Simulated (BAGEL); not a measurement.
# UHF/aug-cc-pVDZ (density fitting with qzvpp-jkfit) run of AlSiH4O (SMILES [AlH][O][SiH3])

Aim: the vertical ionisation energy of AlSiH4O at UHF/aug-cc-pVDZ (density fitting with qzvpp-jkfit), from 2 runs. 

Program for the calculation: BAGEL 1.2.2.

2 further runs of the same task are left out: 2 set aside as unsound or not needed.

## 1. Starting point

AlSiH4O: 7 atoms, total charge 0, spin state doublet. SMILES: `[AlH][O][SiH3]`. The coordinates come from a PBE0-D4/def2-TZVP relaxation. This is one conformer, not always the lowest.

Bond lengths: Al1–O2 1.689 Å, O2–Si3 1.627 Å, Al1–H4 1.609 Å, Si3–H5 1.487 Å, Si3–H6 1.487 Å, Si3–H7 1.488 Å. Angles: Al1–O2–Si3 169.6°, O2–Al1–H4 116.0°, O2–Si3–H5 110.0°, O2–Si3–H6 110.2°, O2–Si3–H7 110.3°, H5–Si3–H6 108.8°, H5–Si3–H7 108.7°, H6–Si3–H7 108.8°.

## 2. A single-point energy at UHF/aug-cc-pVDZ (density fitting with qzvpp-jkfit)

Input file calc.json:

```json
{ "bagel": [

{
  "title": "molecule",
  "basis": "aug-cc-pvdz.json",
  "df_basis": "qzvpp-jkfit",
  "angstrom": true,
  "geometry": [
    { "atom": "Al", "xyz": [   -1.643700,   -1.503700,   -0.201100 ] },
    { "atom": "O", "xyz": [   -0.403000,   -0.368600,   -0.047300 ] },
    { "atom": "Si", "xyz": [    0.870900,    0.567400,    0.335800 ] },
    { "atom": "H", "xyz": [   -2.580100,   -1.352800,   -1.500200 ] },
    { "atom": "H", "xyz": [    1.204400,    1.463600,   -0.802700 ] },
    { "atom": "H", "xyz": [    0.554900,    1.401200,    1.526200 ] },
    { "atom": "H", "xyz": [    2.057800,   -0.275200,    0.643500 ] }
  ]
},
{
  "title": "uhf",
  "charge": 0,
  "nopen": 1
},
{
  "title": "print",
  "file": "orbitals.molden",
  "orbitals": true
}

]}
```

The basis set aug-cc-pVDZ is read from a file made from the Basis Set Exchange's data (not shown).

The run is started by

```bash
$ BAGEL_NUM_THREADS=1 BAGEL calc.json > calc.out
```

Log:

```text
* using 1 threads per process

  ===============================================================
  ===============================================================

  *** Geometry ***

  { "atom" : "Al", "xyz" : [     -3.106143,     -2.841581,     -0.380024 ] },
  { "atom" : "O", "xyz" : [     -0.761560,     -0.696553,     -0.089384 ] },
  { "atom" : "Si", "xyz" : [      1.645762,      1.072231,      0.634570 ] },
  { "atom" : "H", "xyz" : [     -4.875682,     -2.556422,     -2.834967 ] },
  { "atom" : "H", "xyz" : [      2.275986,      2.765803,     -1.516883 ] },
  { "atom" : "H", "xyz" : [      1.048609,      2.647884,      2.884100 ] },
  { "atom" : "H", "xyz" : [      3.888678,     -0.520053,      1.216039 ] },

  Number of auxiliary basis functions:      405

  Since a DF basis is specified, we compute 2- and 3-index integrals:
    o Being stored without compression. Storage requirement is 0.041 GB

  Number of basis functions:      113
  Number of electrons      :       39

    * METHOD: MOLECULE                             0.16

  *** Open-shell HF ***

  === Nuclear Repulsion ===
   131.6628242392

      * DIIS with orbital gradients will be used.

  === UHF iteration (aug-cc-pvdz.json) ===
      0       -607.79231006          0.03462943           0.10
      1       -607.91080948          0.03402463           0.11
      2       -607.99633857          0.02069473           0.11
      3       -608.09905499          0.00276073           0.11
      4       -608.10148765          0.00051384           0.11
      5       -608.10180931          0.00022649           0.11
      6       -608.10193577          0.00006359           0.11
      7       -608.10195406          0.00002526           0.11
      8       -608.10195783          0.00000941           0.11
      9       -608.10195817          0.00000338           0.11
     10       -608.10195818          0.00000112           0.11
     11       -608.10195818          0.00000042           0.11
     12       -608.10195819          0.00000013           0.11
     13       -608.10195819          0.00000006           0.11
     14       -608.10195819          0.00000001           0.11
     15       -608.10195819          0.00000001           0.11
    * SCF iteration converged.

    * S^2 (UHF) is 0.7573

    * Permanent dipole moment:
           (    0.118145,     0.243538,    -0.143609) a.u.

    * METHOD: UHF                                  1.84

    * METHOD: PRINT                                0.02

  ===============================================================
```

Run time: 2.2 s. Hardware: 1 thread of Arm Neoverse V2, shared host; peak memory 0.13 GiB.

## 3. The singlet cation

Input file input.json:

```json
{ "bagel": [

{
  "title": "molecule",
  "basis": "aug-cc-pvdz.json",
  "df_basis": "qzvpp-jkfit",
  "angstrom": true,
  "geometry": [
    { "atom": "Al", "xyz": [   -1.643700,   -1.503700,   -0.201100 ] },
    { "atom": "O", "xyz": [   -0.403000,   -0.368600,   -0.047300 ] },
    { "atom": "Si", "xyz": [    0.870900,    0.567400,    0.335800 ] },
    { "atom": "H", "xyz": [   -2.580100,   -1.352800,   -1.500200 ] },
    { "atom": "H", "xyz": [    1.204400,    1.463600,   -0.802700 ] },
    { "atom": "H", "xyz": [    0.554900,    1.401200,    1.526200 ] },
    { "atom": "H", "xyz": [    2.057800,   -0.275200,    0.643500 ] }
  ]
},
{ "title": "hf", "charge": 1 },
{ "title": "print", "file": "orbitals.molden", "orbitals": true }

]}
```

The basis set aug-cc-pVDZ is read from a file made from the Basis Set Exchange's data (not shown).

The run is started by

```bash
$ BAGEL_NUM_THREADS=1 BAGEL input.json > input.out
```

Log:

```text
* using 1 threads per process

  ===============================================================
  ===============================================================

  *** Geometry ***

  { "atom" : "Al", "xyz" : [     -3.106143,     -2.841581,     -0.380024 ] },
  { "atom" : "O", "xyz" : [     -0.761560,     -0.696553,     -0.089384 ] },
  { "atom" : "Si", "xyz" : [      1.645762,      1.072231,      0.634570 ] },
  { "atom" : "H", "xyz" : [     -4.875682,     -2.556422,     -2.834967 ] },
  { "atom" : "H", "xyz" : [      2.275986,      2.765803,     -1.516883 ] },
  { "atom" : "H", "xyz" : [      1.048609,      2.647884,      2.884100 ] },
  { "atom" : "H", "xyz" : [      3.888678,     -0.520053,      1.216039 ] },

  Number of auxiliary basis functions:      405

  Since a DF basis is specified, we compute 2- and 3-index integrals:
    o Being stored without compression. Storage requirement is 0.041 GB

  Number of basis functions:      113
  Number of electrons      :       39

    * METHOD: MOLECULE                             0.16

  *** RHF ***

  === Nuclear Repulsion ===
   131.6628242392

      * DIIS with orbital gradients will be used.

  === RHF iteration (aug-cc-pvdz.json) ===
      0       -607.55040473          0.01675040           0.05
      1       -607.63760052          0.01695976           0.05
      2       -607.81176888          0.00184330           0.05
      3       -607.81442512          0.00036654           0.05
      4       -607.81453287          0.00008552           0.05
      5       -607.81453975          0.00001326           0.05
      6       -607.81454002          0.00000343           0.05
      7       -607.81454004          0.00000148           0.05
      8       -607.81454004          0.00000044           0.05
      9       -607.81454005          0.00000010           0.05
     10       -607.81454005          0.00000004           0.05
     11       -607.81454005          0.00000001           0.05
     12       -607.81454005          0.00000000           0.05
    * SCF iteration converged.

    * Permanent dipole moment:
           (    2.480951,     2.635965,    -0.145206) a.u.

    * METHOD: HF                                   0.79

    * METHOD: PRINT                                0.02

  ===============================================================
```

Wall time 1.1 s (1 thread of Arm Neoverse V2, shared host); peak memory 0.13 GiB.

## 4. Outcome

Level: UHF/aug-cc-pVDZ (density fitting with qzvpp-jkfit).

```
                                          quantity          value
                     doublet AlSiH4O: total energy  -608.10196 Eh
                    doublet AlSiH4O: dipole moment         0.78 D
                             doublet AlSiH4O: ⟨S²⟩          0.757
                      singlet cation: total energy  -607.81454 Eh
                       singlet cation: HOMO energy      -16.20 eV
                       singlet cation: LUMO energy       -7.19 eV
                     singlet cation: HOMO–LUMO gap        9.01 eV
vertical ionisation energy (to the singlet cation)       7.821 eV
```

Removing an electron at fixed nuclei costs 7.82 eV (755 kJ/mol). Only the singlet of the ionised species was computed; a triplet could lie lower.
